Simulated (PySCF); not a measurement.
Core-level binding energies of `CP(C)(C)=S`

Species: C3H9PS.
Bonds: C1–P2, P2–C3, P2–C4, P2–S5 (double). Hydrogens: H6, H7, H8 on C1; H9, H10, H11 on C3; H12, H13, H14 on C4.

Computed with delta-SCF UKS SCAN, pcX-3 on the ionised atom, pcseg-2 elsewhere, spin-free X2C in PySCF. Vertical ΔSCF values, vacuum level as zero.

Q: Give the core binding energies atom by atom.

A: 
```tsv
atom(s)	bonded to	level	binding energy (eV)	2p1/2 (eV)	count
P2	S (double bond) and 3 C	P 2p3/2	137.50	138.39	1
C1/C3/C4	3 H and P	C 1s	290.73	–	3
P2	S (double bond) and 3 C	P 1s	2151.49	–	1
S5	P (double bond)	S 1s	2474.93	–	1
```

Q: Which photon wavelength matches the S 1s of S5 threshold?

A: λ = hc/E = 12398.42 eV Å / 2474.93 eV = 5.010 Å.

The first atom of each set that the bonding makes equivalent was ionised and stands for the set. Not every level is listed. For 2p shells one spin-free hole was relaxed; a mean-field spin–orbit operator and the ground-state splitting of the three 2p orbitals were then diagonalised within the shell. The shell's mean is (2 × 2p3/2 + 2p1/2)/3, and the degeneracies 2j + 1 give areas of 2:1. 2p1/2 minus 2p3/2 (ligand field included): P 0.89 eV. Geometry: PBE0-D3(BJ)/def2-TZVP; no solvent, vibrations or thermal averaging.
